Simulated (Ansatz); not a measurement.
Consider the substitution at a C–O bond: `OCOCO` + `N#CO` → `N#COCO` + `OCO`.

Gas-phase electronic energies from Ansatz, PBE0-D4/def2-TZVP geometries. CBS: MP2 limit from def2 TZ/QZ plus the TZ coupled-cluster correction, frozen cores. This one scheme is used for every species. DFT in def2-TZVPP. Each species was taken in one conformer, which may not be the lowest.

```
             level  ΔE (kJ/mol)
           ωB97X-V          0.3
SCS-MP2/def2-TZVPP         -1.2
```

Task: What does CCSD(T)/CBS give? (An estimate is asked.)

Result: Computed: +0.1 kJ/mol. The listed levels differ from it by 0.2, -1.3 kJ/mol.

Largest T1 diagnostic among the species: 0.014.

In def2-TZVPP, CCSD(T) changes the Hartree–Fock value by +7.1 kJ/mol (the triples alone add +0.1 kJ/mol) and MP2 by +6.2 kJ/mol. The D4 term adds +3.3 kJ/mol with B3LYP and +1.8 kJ/mol with PBE0; it sums over pairs of atoms, weighted by their polarisabilities, and B3LYP, whose exchange is more repulsive, gets the larger term.

B3LYP here is the variant with VWN-RPA as its local correlation; programs differ in this.
